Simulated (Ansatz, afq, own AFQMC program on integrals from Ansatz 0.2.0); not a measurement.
CHSi, quartet: AFQMC among the cluster methods

```xyz
3

Si    0.0000   -0.0132    3.0056
C     0.0000   -0.3602   -1.0958
H     0.0000    0.3734   -1.9098
```

Connectivity, by distances: Si ··· CH.

Basis cc-pVDZ. Only valence electrons are correlated. AFQMC by an in-house program on the Cholesky factors that Ansatz 0.2.0 writes for its CCSD(T) run. ph-AFQMC/CISD is guided by a CISD state made of CCSD amplitudes; releasing the constraint for a short imaginary time cuts its bias at the price of noise, slowly where states lie close. Uncertainties: one standard error, sampling alone.

Determinant: ROHF, the one that the program's search chose, which needn't be the lowest solution. The geometry is a point of a scan.

No full CI on the walks' own integrals is used here; CCSDT(Q) serves as the reference and is uncertain by about the last step of the cluster series.

Cautions: lower spins were not checked; higher spins were not checked; a spin-contaminated unrestricted determinant lies lower (UHF 281 meV lower, ⟨S²⟩ 4.09).

```
T1 diagnostic                               : 0.0188
weight of the determinant in the CISD state : 0.881
size of the correlated space                : 9 electrons in 31 orbitals
```

| level | correlation energy (eV) |
| --- | --- |
| MP2 | -3.5798 |
| CCSD | -4.7895 |
| CCSD(T) | -4.8711 |

(1) Estimate where phaseless AFQMC with the Hartree–Fock trial lies against CCSD(T) on the same integrals.

(1) 15.2 ± 5.6 kJ/mol above CCSD(T).

Reference: CCSDT(Q), correlation energy -4.901 eV. The released energy is read at 1.62 1/Eh, later times being too noisy (meV from the phaseless value at times in 1/Eh: -10 ± 8 at 0.24, -23 ± 9 at 0.51, -9 ± 13 at 0.99, -5 ± 12 at 1.62, -28 ± 16 at 2.40).

| level | E − E(reference) (kJ/mol) | share of correlation (%) |
| --- | --- | --- |
| CCSD(T) | 2.9 | 99.39 |
| CCSDT | 0.3 | 99.93 |
| ph-AFQMC/HF | 18.1 ± 5.6 | 96.18 |
| ph-AFQMC/CISD | 3.2 ± 0.7 | 99.32 |
| released AFQMC | 2.7 ± 1.2 | 99.43 |

A walk keeps the symmetry of its determinant, which the program's search chose and which needn't be the lowest solution, so a lower state of the same spin and another symmetry isn't excluded. Released energies are given only where the last usable release times agree within the noise; a slower fall can still hide under it.
